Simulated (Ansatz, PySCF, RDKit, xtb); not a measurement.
# CH3OSi+: a search for the lowest isomer

Given the formula CH3OSi+ (charge +1) and nothing else, which arrangement of the atoms is the most stable in the gas at 400 K, and what are its properties?

Plan: many cheap relaxations first (GFN2-xTB), then density-functional screening, relaxation at B3LYP-D3(BJ)/def2-SVP, vibrations and a final energy. The numbers are computed, not measured.

4 further runs of the same task are left out: 4 set aside as unsound or not needed.

## (1) Drawing up candidates

All bonding patterns within simple valence rules are listed by program: one Lewis structure each, at most two rings and one unusual centre or charged pair. O–O, O–halogen and N–halogen bonds and N–N–N chains are not drawn. That gives 21 candidates.

c061 [CH2+]O[SiH]; c200 [CH2+][SiH]=O; c220 C1=[SiH][OH+]1; c235 [OH2+]C#[SiH]; c280 OC=[SiH+]; c338 C#[Si][OH2+]; c345 C[Si+]=O; c375 C[O+]=[Si] (triplet); c383 [CH2+]O[SiH] (triplet); c392 C1[OH+][Si]1; c472 O[C+]=[SiH2]; c476 C=[Si+]O; c490 O=C[SiH2+]; c527 [OH2+]C=[Si]; c655 [OH2+]C=[Si] (triplet); c694 [CH+]1O[SiH2]1; c839 C1[OH+][Si]1 (triplet); c893 O=[C+][SiH3]; c912 [CH+]=[SiH]O; c935 C[O+]=[Si]; c955 C1O[SiH+]1.

Candidates are built by distance geometry, with a force field where one applies, in up to four conformers (letters a to d). 10 starts with atoms placed at random are added, to find patterns that the rules miss.

Q: Predict the outcome of this search (final energies at CCSD(T)/def2-TZVPP).

| quantity | value |
| --- | --- |
| lowest structure found | C[O+]=[Si], singlet, C3v |
| next finalist | C[Si+]=O, singlet, 28.3 kcal/mol higher in G |
| share at equilibrium, among the finalists | 100.0 % |
| harmonic wavenumbers, lowest and highest (B3LYP-D3(BJ)/def2-SVP) | 200 and 3197 cm⁻¹ |
| rotational constants, same geometry | 5.105, 0.1735 cm⁻¹ |
| HOMO energy (PBE0/def2-TZVPD) | -15.53 eV |
| LUMO energy (PBE0/def2-TZVPD) | -8.18 eV |
| HOMO–LUMO gap (PBE0/def2-TZVPD) | 7.35 eV |
| lowest excitation (TD-CAM-B3LYP/def2-SVPD) | 6.15 eV (f = 0.000) |
| lowest triplet excitation, same level, Tamm-Dancoff | 4.72 eV |
| vertical ionisation energy | 17.98 eV |
| vertical recombination energy (electron added) | 6.02 eV |
| vertical triplet less singlet | +4.63 eV |

`C[O+]=[Si]` comes out lowest. The margin of 28.3 kcal/mol over the next finalist is beyond the usual error of the last level; it says nothing of structures that weren't ranked. HF/STO-3G, r2SCAN-D4/def2-SVP, B3LYP-D3(BJ)/def2-SVP, HF/def2-TZVPP and MP2/def2-TZVPP already put its bonding pattern lowest among the structures in one piece; GFN2-xTB favours the singlet C[Si+]=O. A large T1 diagnostic among the finalists warns that one reference determinant may not suffice. It concerns: the finalist C[Si+]=O (singlet); the finalist [CH2+]O[SiH] (singlet). Lowest found is not proven lowest: the search is finite, and each finalist counts with one conformer. Patterns outside the rules of the enumeration were met only by chance.
